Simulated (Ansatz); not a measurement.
A nudged elastic band was laid between two geometries of ClH3Si + H4Si (10 atoms, charge 0, multiplicity 1).

Method: Ansatz, RKS PBE-D4/def2-SVP.

* movable images: 5
* climbing image: yes
* spring: 5.0 eV/Å²
* optimiser: quadratic models (default)
* start path: through a guess of the saddle point
* force threshold: 0.05 eV/Å
* iteration limit: 60
* end points: relaxed

Initial state:

```xyz
10
Properties=species:S:1:pos:R:3
Si 0.618 -0.047 -0.097
Cl 1.300 0.097 1.865
H 1.783 0.134 -1.025
H -0.400 1.029 -0.342
H 0.001 -1.397 -0.305
Si -3.134 0.037 1.322
H -3.103 -0.823 0.089
H -4.277 -0.390 2.198
H -3.315 1.474 0.920
H -1.839 -0.114 2.069
```

Final state:

```xyz
10
Properties=species:S:1:pos:R:3
Si -0.422 -0.073 -0.464
Cl 0.350 -0.115 3.138
H 0.584 0.932 0.015
H -0.640 0.122 -1.942
H 0.091 -1.469 -0.237
Si -2.498 0.218 0.612
H -3.615 -0.357 -0.216
H -2.534 -0.496 1.946
H -2.781 1.672 0.872
H -0.902 -0.434 2.970
```

What changes between the two ends?

Bonds broken: Si1–Cl2, Si6–H10. Bonds formed: Si1–Si6, Cl2–H10. ClH3Si + H4Si becomes ClH + H6Si2.

Give the energies along the band, and the barrier.

The run converged. The highest image is number 3 of 0 to 6, 51.2 kcal/mol above the first end and 34.9 kcal/mol above the last; the last end lies 16.3 kcal/mol above the first. The profile has 2 maxima (images 3, 5) with wells between them (image 4): this band takes more than one step, which may be the mechanism or a detour left from its start path. Neighbouring images differ by up to 2.0 eV, so the band resolves the path poorly. A vibrational analysis at the climbing image gives one clearly imaginary mode, 763i cm⁻¹: a first-order saddle point. The orbitals stay closed-shell, which can raise the energy where a bond breaks towards radicals; this wasn't checked here.

| image | path coordinate (Å) | energy (kcal/mol) | Si1–Cl2 (Å) | Si6–H10 (Å) | Si1–Si6 (Å) |
| --- | --- | --- | --- | --- | --- |
| 0 | 0.00 | 0.0 | 2.08 | 1.50 | 4.01 |
| 1 | 1.89 | 0.2 | 2.08 | 1.50 | 4.27 |
| 2 | 3.78 | 5.4 | 2.09 | 1.50 | 3.65 |
| 3 | 5.67 | 51.2 | 2.54 | 1.76 | 2.60 |
| 4 | 8.15 | 16.3 | 3.66 | 2.88 | 2.36 |
| 5 | 10.64 | 16.7 | 4.05 | 3.14 | 2.35 |
| 6 | 13.12 | 16.3 | 3.68 | 2.92 | 2.36 |

What is the geometry of the highest image?


```xyz
10
Properties=species:S:1:pos:R:3:forces:R:3
Si -0.189 0.154 0.033 0.00 0.00 -0.02
Cl 0.536 0.504 2.446 0.01 0.00 0.01
H 0.752 -1.005 -0.022 0.00 0.00 0.00
H 0.269 1.550 -0.241 0.00 0.00 0.00
H -1.159 -0.126 -1.120 0.00 0.00 0.00
Si -2.571 -0.237 0.995 0.00 0.00 0.01
H -2.743 -1.599 0.394 0.00 0.00 0.00
H -3.067 -0.222 2.417 0.00 0.00 0.00
H -3.234 0.844 0.196 0.00 0.00 0.00
H -0.960 0.137 1.596 -0.01 0.00 0.00
```

The band took 26 iterations and roughly 5 core-minutes.

Run time: 2.9 min on 2 threads of Intel(R) Xeon(R) Platinum 8375C CPU @ 2.90GHz (Ice Lake) (shared host), peak memory 0.16 GiB.
